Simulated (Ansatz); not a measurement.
# Magnesium, hcp: convergence with Gaussian smearing

Computed with Ansatz, PBE, scalar-relativistic PAW, on the relaxed cell (a = 3.195 Å, c = 5.188 Å (c/a = 1.624); spin not included). Errors count from a run at 420 eV on a Γ-centred 19×19×10 mesh with Fermi-Dirac smearing of 0.1 eV, extrapolated to zero width. Fixed here: cutoff 420 eV, mesh 11×11×6. The SCF starts from atomic densities corrected by a trained network.

| width (eV) | E(σ→0) error (meV/atom) | F error (meV/atom) | P (GPa) | SCF iterations |
| --- | --- | --- | --- | --- |
| 0.01 | -10.9 | -11.0 | -0.03 | 6 |
| 0.03 | -11.0 | -11.0 | -0.03 | 6 |
| 0.2 | -10.1 | -12.3 | -0.02 | 6 |
| 0.3 | -8.9 | -15.6 | 0.02 | 6 |
| 0.6 | -4.5 | -40.4 | 0.21 | 6 |
| 1.0 | -0.7 | -107.1 | 0.56 | 6 |

Task: What does the run at 0.1 give (width)?

Result: E(σ→0) error (meV/atom): -11.0; F error (meV/atom): -11.1; P (GPa): -0.04; SCF iterations: 6.
